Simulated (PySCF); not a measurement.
# NF3 (nitrogen trifluoride): B3LYP/STO-6G

Aim: the vertical singlet–triplet gap of NF3 (nitrogen trifluoride) at B3LYP/STO-6G, from 2 runs. The job is set up through a Python script.

Program for the calculation: PySCF 2.14.0.

7 further runs of the same task are left out: 2 that didn't finish, 5 set aside as unsound or not needed.

**1. The structure to begin with**

The species is NF3 (4 atoms), meant as a singlet with charge 0. As SMILES, `FN(F)F`. The shape is that of a PBE0-D4/def2-TZVP optimisation.

Bond lengths: F1–N2 1.360 Å, N2–F3 1.360 Å, N2–F4 1.360 Å. Angles: F1–N2–F3 102.1°, F1–N2–F4 102.1°, F3–N2–F4 102.1°.

**2. The energy at B3LYP/STO-6G**

File calc.py:

```python
from pyscf import gto, dft

mol = gto.M(
    atom='''
F    0.614010   0.000340   1.066930
N    0.353420  -0.074150  -0.266250
F   -0.636280  -1.006490  -0.312240
F   -0.331150   1.080310  -0.488440
''',
    verbose=3,
    max_memory=1860,
    basis='sto-6g',
    spin=0,
)

mf = dft.RKS(mol, xc='b3lyp')
mf.conv_tol = 1e-10
mf.grids.level = 5
mf.kernel()
if not mf.converged:
    mf = mf.newton().run(mf.mo_coeff, mf.mo_occ)

energy = mf.e_tot
print('Final energy', energy)
```

The run is started by

```console
$ OMP_NUM_THREADS=1 python calc.py
```

Log:

```text
converged SCF energy = -352.387195529092
Final energy -352.38719552909237
```

It took 3.3 s on 1 thread of Arm Neoverse V2, shared host; peak memory 0.2 GiB.

**3. The triplet, same level**

File input.py:

```python
from pyscf import gto, dft

mol = gto.M(
    atom='''
F      1.160311     0.000643     2.016205
N      0.667867    -0.140123    -0.503140
F     -1.202395    -1.901990    -0.590048
F     -0.625783     2.041490    -0.923018
''',
    charge=0,
    basis='sto-6g',
    max_memory=1860,
    spin=2,
    verbose=4,
    unit='bohr',
)

myscf = dft.UKS(mol)
myscf.xc = 'b3lyp'
myscf.conv_tol = 1e-10
myscf.grids.level = 5
myscf.kernel()
if not myscf.converged:
    myscf = myscf.newton().run(myscf.mo_coeff, myscf.mo_occ)

energy = myscf.e_tot
print(f'total energy: {energy:.8f} hartree')
```

The run is started by

```console
$ OMP_NUM_THREADS=1 python input.py
```

Log:

```text
PySCF version 2.14.0

[INPUT] num. atoms = 4
[INPUT] num. electrons = 34
[INPUT] charge = 0
[INPUT] spin (= nelec alpha-beta = 2S) = 2
[INPUT] symmetry False subgroup None
[INPUT] Mole.unit = bohr
[INPUT] Symbol           X                Y                Z      unit          X                Y                Z       unit  Magmom
[INPUT]  1 F      0.614010138780   0.000340260947   1.066929738543 AA    1.160311000000   0.000643000000   2.016205000000 Bohr   0.0
[INPUT]  2 N      0.353419996326  -0.074149898326  -0.266250221902 AA    0.667867000000  -0.140123000000  -0.503140000000 Bohr   0.0
[INPUT]  3 F     -0.636280032524  -1.006489763398  -0.312239954949 AA   -1.202395000000  -1.901990000000  -0.590048000000 Bohr   0.0
[INPUT]  4 F     -0.331150102581   1.080309984321  -0.488440090869 AA   -0.625783000000   2.041490000000  -0.923018000000 Bohr   0.0

nuclear repulsion = 134.276067146749
number of shells = 12
number of NR pGTOs = 120
number of NR cGTOs = 20
basis = sto-6g
ecp = {}

[... 32 lines left out ...]
[... the frontier-level lines of each cycle are left out ...]
[... 9 lines left out ...]
[... 11 lines left out ...]
[... 11 lines left out ...]
[... 11 lines left out ...]
[... 11 lines left out ...]
[... 11 lines left out ...]
[... 11 lines left out ...]
[... 5 lines left out ...]

cycle= 15 E= -352.11659929046  delta_E= -2.66e-07  |g|= 3.86e-05  |ddm|= 0.0179


cycle= 16 E= -352.116599294529  delta_E= -4.07e-09  |g|= 5.36e-06  |ddm|= 0.00152


cycle= 17 E= -352.11659929402  delta_E= 5.09e-10  |g|= 6.65e-06  |ddm|= 0.000794


cycle= 18 E= -352.116599294603  delta_E= -5.83e-10  |g|= 2.46e-06  |ddm|= 0.00107


cycle= 19 E= -352.116599294636  delta_E= -3.26e-11  |g|= 5.8e-07  |ddm|= 0.000161


Extra cycle  E= -352.116599294636  delta_E= -4.55e-13  |g|= 1.1e-06  |ddm|= 6.9e-06
converged SCF energy = -352.116599294636  <S^2> = 2.0047753  2S+1 = 3.0031818
total energy: -352.11659929 hartree
```

It took 8.7 s on 1 thread of Arm Neoverse V2, shared host; peak memory 0.21 GiB.

**4. Outcome**

Level: B3LYP/STO-6G.

| quantity | value |
| --- | --- |
| singlet: total energy | -352.38720 Eh |
| singlet: dipole moment | 0.52 D |
| singlet: HOMO energy | -4.93 eV |
| singlet: LUMO energy | 5.56 eV |
| singlet: HOMO–LUMO gap | 10.50 eV |
| triplet: total energy | -352.11660 Eh |
| triplet: dipole moment | 0.25 D |
| triplet: ⟨S²⟩ | 2.005 |
| vertical energy of the triplet above the singlet | 7.363 eV |

What this shows: At this shape the triplet lies 7.36 eV (710 kJ/mol) above the singlet. In a minimal basis such a difference can be off by several eV, whatever the method.
